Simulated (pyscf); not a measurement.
## Atom transfer: F–C(F)(F)–F (SMILES FC(F)(F)F) + Cl• (SMILES [Cl]) -> F–Cl (SMILES FCl) + F–C•(F)–F (SMILES F[C](F)F)

Gas phase, doublet surface, charge 0. Bonds broken: F1–C2. Bonds formed: F1–Cl6. PySCF, gas phase, ωB97X-D3(BJ)/def2-SVP geometries.

Transition state (Å):

```xyz
6

F     -1.1257     0.8533    -1.7916
C     -2.2789    -0.7943    -1.0705
F     -2.1480    -1.7698    -1.9346
F     -3.5160    -0.3726    -0.9877
F     -1.7847    -1.1051     0.1018
Cl    -0.1853     2.2031    -2.3504
```

One imaginary mode, 407i cm⁻¹; descent along it reached the two sides named.

```tsv
bond	change	reactant side (Å)	saddle	product side
F1–C2	breaks	1.325	2.136	2.8
F1–Cl6	forms	3.0	1.737	1.647
```

Electronic energies relative to the separated reactants (kJ/mol):

```tsv
level	barrier	reaction energy	reverse barrier
ωB97X-D3(BJ)/def2-TZVP	313.3	+288.7	24.7
PBE/def2-TZVP	233.7	+251.5	-17.8
r²SCAN/def2-TZVP	267.4	+278.4	-11.1
B3LYP-D3(BJ)/def2-TZVP	275.9	+275.2	0.7
PBE0-D3(BJ)/def2-TZVP	292.7	+284.7	8.0
M06-2X/def2-TZVP	319.7	+297.9	21.8
ωB97M-D3(BJ)/def2-TZVP	313.2	+292.2	21.0
HF/def2-TZVP	405.2	+348.3	56.9
```

With ωB97M-D3(BJ)/def2-TZVP energies and thermal terms (ideal gas, 1 atm, RRHO with modes under 100 cm⁻¹ raised to 100, one conformer, R ln 2 for rigid chiral ones), in kJ/mol:

```tsv
T (K)	ΔH‡	ΔG‡	ΔH	ΔG
298	306.0	327.6	+285.2	+266.7
600	307.0	349.0	+284.4	+248.3
900	306.9	370.0	+282.7	+230.5
1200	306.2	391.1	+280.7	+213.5
```

At PBE, r²SCAN this geometry lies under the product side: in single points on another level's saddle the reverse barrier vanishes, and the forward threshold there is about the reaction energy. One saddle was located; it need not be the lowest between these sides. The angle at the transferred F is 179°. Left out: orbital degeneracy and the spin-orbit lowering of Cl.
